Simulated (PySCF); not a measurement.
**Dipole moment and polarisability of PMe2PMe2**

Species: PMe2PMe2, C₄H₁₂P₂.
Geometry (PBE0-D3(BJ)/def2-SVP, Å), atoms numbered from 1 in this order:
```xyz
18
C4H12P2 angstrom
C      1.917    1.220    0.137
P      0.602    0.172    0.921
C      1.506   -1.448    0.964
P     -0.611   -0.207   -0.911
C     -1.957   -1.206   -0.115
C     -1.471    1.436   -0.984
H      1.515    2.220   -0.081
H      2.314    0.781   -0.792
H      2.743    1.346    0.855
H      2.324   -1.378    1.698
H      1.925   -1.727   -0.016
H      0.827   -2.245    1.303
H     -2.778   -1.334   -0.837
H     -2.351   -0.737    0.800
H     -1.577   -2.210    0.131
H     -0.773    2.207   -1.343
H     -1.879    1.746   -0.008
H     -2.295    1.373   -1.712
```

Level: CAM-B3LYP/def2-SVPD (PySCF), static field, nuclei fixed, core orbitals frozen in the response. The polarisability tensor in these axes (au):

```
x   116.31   2.63  12.85
y     2.63 105.61  -5.23
z    12.85  -5.23  98.17
```

Task: Give the principal values, the mean and the anisotropy Δα = √{½[(α1 − α2)² + (α2 − α3)² + (α1 − α3)²]}.

Result: Principal values 89.40, 107.73 and 122.96 au; mean 106.70 au = 15.81 Å³ = 17.59 × 10⁻⁴⁰ C²·m²/J; Δα = 29.11 au (27 % of the mean).

Task: What is the dipole moment?

Result: 0.04 D at this geometry.

Task: Find the Langevin capture rate constant for H3O+ (19.018 u) meeting this molecule (122.041 u), k = 2.342 × 10⁻⁹ cm³/s × √(α in Å³ / reduced mass in u).

Result: The reduced mass is 16.45 u, so k = 2.30 × 10⁻⁹ cm³/s.

Task: Rayleigh depolarisation ratio (linearly polarised light, static tensor)?

Result: ρ = 3Δα²/(45ᾱ² + 4Δα²) = 2542.1/(512279 + 3389.4) = 0.00493.

Task: Estimate the molar refractivity from the static electronic polarisability.

Result: Lorentz–Lorenz: R = (4π/3)N_A α = 2.5225 cm³/(mol·Å³) × 15.81 Å³ = 39.9 cm³/mol, in the limit of long wavelengths.

Isolated species at its PBE0-D3(BJ)/def2-SVP geometry (one conformer only).
